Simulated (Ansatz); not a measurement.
**[Cl···H···N], quartet: reading a ladder of total energies**

Geometry: a point of a hydrogen-transfer path between rigid fragments, not a stationary point.

```xyz
3

Cl    0.0000    0.0000   -1.5987
H     0.0000    0.0000    0.2333
N     0.0000    0.0000    1.3653
```

Basis 6-31G; Ansatz 0.2.0. Only valence electrons are correlated (noble-gas cores frozen), which leaves 13 electrons in 18 orbitals. R marks a restricted (for open shells ROHF) determinant, U an unrestricted one.

Full CI is exact within this basis and frozen core; it isn't the basis-set limit. The frozen core follows each run's orbitals, which can shift R against U totals by a few meV.

Runs differ by some tens of microhartree through their thresholds and, for an open shell, their frozen cores, so steps under 0.1 kcal/mol mean nothing.

| level | total energy (hartree) |
| --- | --- |
| UHF | -514.371479 |
| UMP2 | -514.458081 |
| UCCSD | -514.479588 |
| UCCSD(T) | -514.481021 |
| UCCSDT | -514.481362 |
| UCCSDT(Q) | -514.481499 |
| UCCSDTQ | -514.481519 |
| full CI | -514.481470 |

**Question.** What is the correlation energy at full CI, and what share of it do UMP2 and UCCSDT recover?

**Answer.** E(corr) = -514.481470 − (-514.371479) = -0.109991 hartree = -2.993 eV. UMP2: -0.086602 / -0.109991 = 78.74 %. UCCSDT: -0.109883 / -0.109991 = 99.90 %.

**Question.** By how many kcal/mol does UCCSD(T) miss full CI (1 hartree = 627.509 kcal/mol), and which steps make up the rest?

**Answer.** -514.481021 − (-514.481470) = 0.000449 hartree = 0.28 kcal/mol. Steps: UCCSDT − UCCSD(T) = -0.21, UCCSDT(Q) − UCCSDT = -0.09, UCCSDTQ − UCCSDT(Q) = -0.01, full CI − UCCSDTQ = 0.03 kcal/mol. That is within 1 kcal/mol of the reference in this basis, which itself misses far more of the correlation at the basis-set limit.
